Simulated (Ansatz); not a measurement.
The cluster Na₂O, relaxed as a singlet with RKS PBE-D4/def2-TZVP in Ansatz, starting from the GFN1-xTB geometry. Force threshold 0.02 eV/Å.

The structure comes from a short search, and lower isomers may exist.

Start:

```xyz
3

Na   -0.474   -1.398    0.736
Na    0.633    1.013   -1.137
O    -0.159    0.386    0.401
```

Task: Estimate the energy that the relaxation releases and the steps that it takes.

Result: 39.9 kJ/mol, in 6 steps; 3.9 s on 4 threads of Arm Neoverse V2 on a shared host. No frequencies were taken in this run, so the end may be a saddle point.

Task: Does the start keep its bonding and symmetry?

Result: By distances, no bond broke or formed, bridged metal pairs apart. The bond that changes most is Na2–O3, from 1.84 to 2.00 Å (atoms count from 1). Metal–metal contacts that move far: Na1–Na2 3.25 to 3.88 Å. Point group C2v at the start, C2v at the end, both within 0.05 Å.

Task: Predict the relaxed structure.

Result: 
```xyz
3

Na   -0.616   -1.548    1.006
Na    0.706    1.331   -1.232
O    -0.090    0.217    0.226
```
Bond lengths (bridged metal pairs left out): 2 × Na–O 2.00 Å.
